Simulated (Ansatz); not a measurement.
C3H5NO can be A, `COC#CN`, or B, `N#CCCO`.

Program: Ansatz. Geometries: PBE0-D4/def2-TZVP. ΔE: electronic, gas phase. CBS: MP2 limit from def2 TZ/QZ plus the TZ coupled-cluster correction, frozen cores. Functionals use def2-TZVPP. B3LYP here is the variant with VWN-RPA as its local correlation; programs differ in this. One conformer a species, not always the lowest.

**Question.** Which is lower in electronic energy at CCSD(T)/CBS, and by how much? (Best estimate.)

**Answer.** The calculation gave: B, by 57.0 kcal/mol.

**Question.** Give E(B) − E(A) in kcal/mol with MP2/def2-TZVPP, PBE0-D4, CCSD(T)/def2-SVP, r2SCAN-D4, PBE-D4, HF/def2-TZVPP, B3LYP. (An estimate is asked.)

**Answer.** Computed: MP2/def2-TZVPP -59.1, PBE0-D4 -51.3, CCSD(T)/def2-SVP -58.7, r2SCAN-D4 -52.7, PBE-D4 -49.7, HF/def2-TZVPP -57.7, B3LYP -51.3. None reverses the order clearly.

**Question.** Does the order hold for the free energy at 298.15 K (harmonic terms from PBE0-D4)? (An estimate is asked.)

**Answer.** The calculation gave: Yes: G(B) − G(A) = -56.1 kcal/mol, for one conformer each.

Largest T1 diagnostic: 0.012.

In def2-TZVPP, CCSD(T) changes the Hartree–Fock value by −0.8 kcal/mol (the triples alone add +0.1 kcal/mol) and MP2 by −1.4 kcal/mol. At CCSD(T), def2-SVP lies −1.7 kcal/mol from the extrapolated value and def2-TZVPP −1.5 kcal/mol.
